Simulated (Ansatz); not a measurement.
Question: Name a neutral molecule of C, N, O and H with HOMO–LUMO gap (ωB97M-V/def2-TZVPP) between 9.50 and 9.80 eV and size of the dipole moment (ωB97M-V/def2-TZVPP) between 4.20 and 4.50 D (Ansatz, PBE0-D4/def2-TZVP geometry).

Answer: `N/C=C(\N)C=O` (9.57 eV, 4.29 D). Other molecules can fit too; these were computed, each in one conformer that needn't be the lowest.
